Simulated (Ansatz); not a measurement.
Born–Oppenheimer molecular dynamics of BH5O (7 atoms, charge 0, multiplicity 1). It starts from a relaxed structure.

These are results of RKS B3LYP/cc-pVDZ (Ansatz 0.2.0), not measurements.

| Property | Result |
| --- | --- |
| ensemble | NVT, Langevin thermostat |
| time step | 0.5 fs |
| steps asked | 266 |
| set temperature | 200 K |
| friction | 0.005 /fs |
| masses | H 2.014 u |
| seed | 527243 |

Frames 10 fs apart, positions in Å, forces in eV/Å.

Velocities at 10.0 fs (Å/ps):

```
B -3.20 -1.51 2.73
O 0.51 1.61 0.06
H 2.61 8.48 -2.81
H 17.53 -9.71 -4.04
H -3.50 -0.09 9.68
H -5.23 3.20 -2.44
H 3.87 -7.55 -3.23
```

```xyz
7
Properties=species:S:1:pos:R:3:forces:R:3 time_fs=10.0 energy_less_start_eV=0.085 T=100
B -0.343 -0.581 -0.346 0.70 -0.07 0.15
O 0.365 0.590 0.751 0.08 -0.58 0.48
H 0.352 -1.548 -0.112 -0.01 -0.09 0.11
H -1.487 -0.691 0.034 -0.04 0.28 -0.21
H 0.009 -0.032 -1.370 -0.54 -0.04 -0.35
H 0.019 1.457 0.549 -0.55 0.68 -0.15
H 1.290 0.663 0.485 0.35 -0.19 -0.02
7
Properties=species:S:1:pos:R:3:forces:R:3 time_fs=20.0 energy_less_start_eV=0.061 T=140
B -0.319 -0.591 -0.323 -0.44 -0.22 0.02
O 0.369 0.604 0.755 -0.75 -0.88 0.46
H 0.420 -1.545 -0.109 -0.11 0.23 0.00
H -1.503 -0.755 0.027 0.71 0.27 -0.08
H -0.140 -0.016 -1.387 -0.11 -0.14 -0.03
H -0.003 1.461 0.528 0.00 0.42 -0.20
H 1.277 0.579 0.456 0.69 0.31 -0.16
7
Properties=species:S:1:pos:R:3:forces:R:3 time_fs=30.0 energy_less_start_eV=0.084 T=84
B -0.293 -0.600 -0.309 0.37 0.10 -0.66
O 0.376 0.581 0.746 0.21 0.54 -0.41
H 0.473 -1.525 -0.114 0.00 0.08 -0.07
H -1.406 -0.745 0.025 -0.87 -0.18 0.70
H -0.293 -0.056 -1.407 0.43 -0.02 0.04
H 0.052 1.474 0.497 -0.08 -0.49 0.15
H 1.297 0.593 0.424 -0.06 -0.04 0.26
7
Properties=species:S:1:pos:R:3:forces:R:3 time_fs=40.0 energy_less_start_eV=0.069 T=81
B -0.276 -0.606 -0.319 -0.85 -0.32 0.18
O 0.396 0.564 0.728 -0.17 0.98 -0.36
H 0.558 -1.491 -0.150 -0.31 0.04 -0.09
H -1.442 -0.796 0.155 1.11 0.14 -0.36
H -0.263 -0.073 -1.428 0.05 -0.07 0.24
H 0.037 1.453 0.468 0.39 -0.86 0.29
H 1.341 0.582 0.483 -0.23 0.10 0.11
7
Properties=species:S:1:pos:R:3:forces:R:3 time_fs=50.0 energy_less_start_eV=0.096 T=70
B -0.287 -0.627 -0.309 1.24 0.30 -0.17
O 0.397 0.554 0.716 -0.27 0.44 0.24
H 0.551 -1.464 -0.199 0.28 -0.70 0.15
H -1.306 -0.812 0.219 -1.19 -0.22 0.31
H -0.203 -0.108 -1.384 -0.37 0.28 -0.51
H 0.027 1.421 0.463 0.27 -0.21 0.10
H 1.355 0.594 0.578 0.03 0.10 -0.12
7
Properties=species:S:1:pos:R:3:forces:R:3 time_fs=60.0 energy_less_start_eV=0.090 T=92
B -0.257 -0.640 -0.298 -0.36 -0.75 -0.17
O 0.388 0.561 0.704 -0.04 -0.71 0.45
H 0.558 -1.591 -0.191 -0.41 0.74 0.00
H -1.348 -0.860 0.278 0.62 0.19 -0.51
H -0.300 -0.121 -1.435 -0.01 -0.21 0.63
H 0.053 1.417 0.460 -0.62 0.89 -0.28
H 1.335 0.643 0.596 0.81 -0.16 -0.12
7
Properties=species:S:1:pos:R:3:forces:R:3 time_fs=70.0 energy_less_start_eV=0.134 T=80
B -0.255 -0.688 -0.301 -0.58 0.46 0.36
O 0.400 0.575 0.704 -0.37 -1.07 0.30
H 0.522 -1.542 -0.134 0.89 -0.73 0.01
H -1.320 -0.881 0.169 -0.66 -0.16 0.70
H -0.422 -0.201 -1.363 0.45 0.49 -0.91
H 0.013 1.400 0.428 -0.29 0.88 -0.28
H 1.343 0.630 0.548 0.56 0.13 -0.18
7
Properties=species:S:1:pos:R:3:forces:R:3 time_fs=80.0 energy_less_start_eV=0.085 T=133
B -0.291 -0.725 -0.280 0.60 -0.32 -0.33
O 0.387 0.571 0.700 -0.28 0.28 -0.16
H 0.658 -1.556 -0.107 -0.97 0.56 -0.23
H -1.381 -0.960 0.258 0.58 0.12 -0.18
H -0.349 -0.199 -1.428 0.06 -0.37 0.80
H 0.009 1.407 0.369 0.03 -0.15 0.13
H 1.335 0.634 0.495 -0.03 -0.11 -0.03
7
Properties=species:S:1:pos:R:3:forces:R:3 time_fs=90.0 energy_less_start_eV=0.146 T=72
B -0.283 -0.771 -0.261 -0.40 0.82 0.71
O 0.363 0.577 0.694 0.26 0.79 -0.44
H 0.582 -1.521 -0.142 1.17 -1.23 0.37
H -1.303 -1.011 0.317 -0.35 -0.02 -0.06
H -0.251 -0.265 -1.315 -0.46 0.45 -1.17
H -0.006 1.411 0.306 0.24 -0.79 0.38
H 1.310 0.604 0.436 -0.46 -0.02 0.20
7
Properties=species:S:1:pos:R:3:forces:R:3 time_fs=100.0 energy_less_start_eV=0.164 T=73
B -0.248 -0.786 -0.228 0.21 -0.54 -0.95
O 0.350 0.598 0.695 0.13 -0.05 -0.60
H 0.637 -1.707 -0.076 -0.69 1.22 -0.04
H -1.311 -1.045 0.314 0.16 0.18 -0.10
H -0.323 -0.291 -1.420 0.12 -0.48 1.24
H -0.041 1.397 0.267 0.39 -0.63 0.28
H 1.289 0.568 0.417 -0.32 0.31 0.17
7
Properties=species:S:1:pos:R:3:forces:R:3 time_fs=110.0 energy_less_start_eV=0.137 T=113
B -0.235 -0.835 -0.227 -1.04 0.54 1.28
O 0.354 0.594 0.675 0.03 -0.41 -0.01
H 0.587 -1.619 0.013 1.02 -0.78 0.16
H -1.294 -0.999 0.313 -0.23 -0.15 0.27
H -0.369 -0.402 -1.287 0.17 0.54 -1.60
H -0.018 1.361 0.231 -0.50 0.39 -0.15
H 1.284 0.661 0.436 0.55 -0.13 0.05
7
Properties=species:S:1:pos:R:3:forces:R:3 time_fs=120.0 energy_less_start_eV=0.130 T=156
B -0.268 -0.861 -0.182 0.94 0.09 -0.47
O 0.361 0.578 0.626 -0.98 -0.86 0.68
H 0.683 -1.638 0.122 -0.89 0.40 -0.34
H -1.328 -0.988 0.418 0.25 -0.07 -0.31
H -0.285 -0.462 -1.404 -0.11 -0.50 1.17
H -0.106 1.310 0.234 -0.42 0.85 -0.35
H 1.278 0.707 0.428 1.21 0.10 -0.37
```

Of the whole run (133 fs, mean temperature of the second half 150 K): The mean temperature of the second half is 25 % below the set value. A run of 0.13 ps of so small a system gives no equilibrium averages.

Time of the run: 100 s on 1 CPU thread of a shared host.
